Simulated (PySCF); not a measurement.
# Do core-level shifts follow atomic charges?

Compound: C3H5P.
Geometry (GFN2-xTB, Å), atoms numbered from 1 in this order:
```xyz
9
C3H5P angstrom
C      2.3470   -0.1435    0.1305
C      1.2661    0.2311   -0.2391
P     -0.2671    0.7451   -0.9499
C     -1.3799   -0.3825    0.0212
H      3.2786   -0.4623    0.4981
H     -0.4104    1.8494   -0.0888
H     -2.4117   -0.0641   -0.1191
H     -1.2760   -1.3978   -0.3594
H     -1.1329   -0.3694    1.0812
```

Binding energies: PySCF 2.14.0, delta-SCF UKS SCAN, pcX-2 on the ionised atom, pcseg-1 elsewhere, spin-free X2C. Charges: PBE0/pcSseg-1 ground-state density, for the ionised atom.

```tsv
atom	environment	C 1s (eV)	Mulliken (e)	IAO (e)	Hirshfeld (e)	ESP (e)
C1	terminal alkyne carbon	290.11	-0.310	-0.219	-0.105	-0.472
C2	alkyne carbon	290.39	-0.106	-0.270	-0.117	+0.118
C4	sp3 carbon bound to phosphorus	290.68	-0.514	-0.600	-0.159	-0.093
```

**Question.** How well does each charge scheme correlate with the binding energies over these sites?

**Answer.** ESP: r = 0.62, slope 0.6 eV per e; Mulliken: r = -0.51, slope -0.7 eV per e; IAO: r = -0.93, slope -1.3 eV per e; Hirshfeld: r = -0.96, slope -9.7 eV per e. ESP charges have the highest r, on only 3 points.

**Question.** The point-charge model writes a binding energy as kq + V + constant, with V the potential of the other atoms' charges at the site. What does it give with the IAO charges?

**Answer.** V = Σ 14.40 eV Å × q/r over all other atoms: +0.93 eV at C1, +1.07 eV at C2, +7.87 eV at C4. Fitting binding energy − V to q gives k = 17.8 eV per e and leaves an rms residual of 0.43 eV, against 0.09 eV for the fit on q alone. The model has no term for differences in relaxation between sites.

Spin contamination (⟨S²⟩ against 0.75 for a pure doublet) is marked for C 1s of C2 (0.85), which makes this value less certain. Isolated species at its GFN2-xTB geometry, gas phase.
